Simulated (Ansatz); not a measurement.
PBE exchange is replaced step by step with exact exchange (0 % is PBE, 25 % PBE0; no dispersion term), basis def2-TZVP, Ansatz. System: O3. Charge 0, multiplicity 1. Geometry: PBE-D4/def2-TZVP.

Geometry of the singlet:

Cartesian coordinates in Å:
```
O 0.125 0.667 -0.884
O 0.392 0.032 0.187
O -0.517 -0.699 0.698
```

The structure holds 2 bonds between oxygen atoms, so isomers without such links may lie far lower. The restricted singlet is unstable towards broken spin symmetry at other levels; at PBE with 5 % exact exchange/def2-TZVP, PBE with 10 % exact exchange/def2-TZVP, PBE with 15 % exact exchange/def2-TZVP, PBE with 35 % exact exchange/def2-TZVP and others this wasn't settled. At PBE0-D4/def2-TZVP the restricted singlet is unstable: a solution with broken spin symmetry lies lower. The structure comes from a short search, and lower isomers may exist.

```
exact exchange (%)  HOMO (eV)  LUMO (eV)  gap (eV)
                 0      -7.81      -6.06      1.75
                 5      -8.20      -5.88      2.31
                10      -8.59      -5.71      2.88
                25      -9.78      -5.17      4.61
                35     -10.58      -4.80      5.78
                50     -11.66      -4.24      7.42
```

Q: Estimate the row for 15 %.

A: 
```json
{"exact exchange (%)": "15", "HOMO (eV)": "-8.98", "LUMO (eV)": "-5.53", "gap (eV)": "3.45"}
```
